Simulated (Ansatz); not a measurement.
A made-up structure of C$_{2}$H$_{2}$Si, singlet:

C1  (0.130, -0.673, 0.305)
Si2  (1.313, 0.823, 1.025)
C3  (-0.183, 0.640, -0.347)
H4  (-0.292, -1.807, 0.210)
H5  (-0.967, 1.018, -1.194)
(Å)

It is relaxed with PBE-D4/def2-SVP and then PBE0-D4/def2-TZVP (Ansatz 0.2.0). Atoms count as bonded within 1.22 times the sum of their covalent radii (H–H: 0.88 Å). The end point is not checked to be a true minimum.

(1) Does its bonding change? (Judge from chemistry; the calculation decides.)

Results:

(1) Computed: No: no bond forms or breaks.

Where it ends: The first stage lowers the energy by 1.20 eV in 6 steps. It ends as C₂H₂Si (C1=[Si]=C1):
| atom | x (Å) | y (Å) | z (Å) |
| --- | --- | --- | --- |
| C1 | 0.1164 | -0.6008 | 0.2727 |
| Si2 | 1.1720 | 0.7348 | 0.9148 |
| C3 | -0.1638 | 0.5711 | -0.3097 |
| H4 | -0.2608 | -1.6137 | 0.1878 |
| H5 | -0.8638 | 0.9086 | -1.0656 |

For scale, one of the runs: PBE0-D4/def2-TZVP relaxation, 111 basis functions, launched by `ansatz run in.yaml --threads 2 --pin off --events-out ev --progress --plain --max-ram 4352MiB`. The run took about 8.5 s on 2 CPU threads of an Arm Neoverse V2 (shared host).
